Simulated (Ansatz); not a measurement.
**LiC+ (singlet): RKS PBE0, RPA-PBE over a scan of the distance C1–Li2, aug-cc-pVTZ**

Aim: run LiC+ (singlet) with these functionals over a scan of the distance C1–Li2, and hold them against the top wave-function level at the same points.

Method: aug-cc-pVTZ, all electrons in the functionals, frozen cores in the correlation of double hybrids and RPA; program: Ansatz 0.2.0, Gaussian basis.

Plan: RKS PBE0, RPA-PBE, at 1.830 Å; 2.036 Å; 2.292 Å; 2.566 Å; 2.830 Å; 3.127 Å; 3.656 Å; 4.291 Å; 5.010 Å; 6.329 Å; 7.708 Å.

43 further runs of the same task are left out: 19 for a known fault of the program, 12 that didn't finish, 12 set aside as unsound or not needed.

**1. The geometry**

The geometry derives from a PBE0/def2-TZVP stationary point (not a proven minimum). One bond is set to the value named and the two fragments are kept rigid.

2 atoms, charge 1, spin multiplicity 1.

Atoms are counted from 1 here; the program's logs count them from 0.

Bond lengths: C1–Li2 2.292 Å.

No dispersion term is added.

The geometry shown and the zero of energy belong to the point 2.292 Å. The yardstick, FCI, and other wave-function levels (R restricted, U unrestricted, valence and pair active spaces) come from earlier runs.

**2. RKS PBE0, 1.830 Å**

File in.yaml:

```yaml
crystal:
  periodic: [false, false, false]
  atoms:
    - {symbol: C, position_ang: [0.000000, 0.000000, 0.000000]}
    - {symbol: Li, position_ang: [0.000000, 0.000000, 1.830000]}
basis:
  gaussian: {orbitals: aug-cc-pVTZ}
total_charge: 1
hamiltonian: {xc: {name: PBE0}}
```

Command:

```bash
ansatz run in.yaml --threads 1 --pin off --events-out ev --progress --plain --max-ram 2393MiB
```

After this run come: RKS PBE0, 2.036 Å; RKS PBE0, 2.292 Å; RKS PBE0, 2.566 Å; RKS PBE0, 2.830 Å; RKS PBE0, 3.127 Å; RKS PBE0, 3.656 Å; RKS PBE0, 4.291 Å; RKS PBE0, 5.010 Å; RKS PBE0, 6.329 Å; RKS PBE0, 7.708 Å; RPA-PBE, 1.830 Å; RPA-PBE, 2.036 Å; RPA-PBE, 2.292 Å; RPA-PBE, 2.566 Å; RPA-PBE, 2.830 Å; RPA-PBE, 3.127 Å; RPA-PBE, 3.656 Å; RPA-PBE, 4.291 Å; RPA-PBE, 5.010 Å; RPA-PBE, 6.329 Å; RPA-PBE, 7.708 Å.

Q: Predict the results of all the runs planned. Wanted: span of the FCI curve; largest miss, RKS PBE0.

The runs gave:

| quantity | value |
| --- | --- |
| span of the FCI curve | 17.5 kcal/mol |
| largest miss, RKS PBE0 | +6.4 kcal/mol (7.708 Å) |

What this shows: RKS PBE0 strays by up to 6.4 kcal/mol, at 7.708 Å. Functionals and the yardstick converge differently with the basis, so part of each miss in aug-cc-pVTZ is the basis.
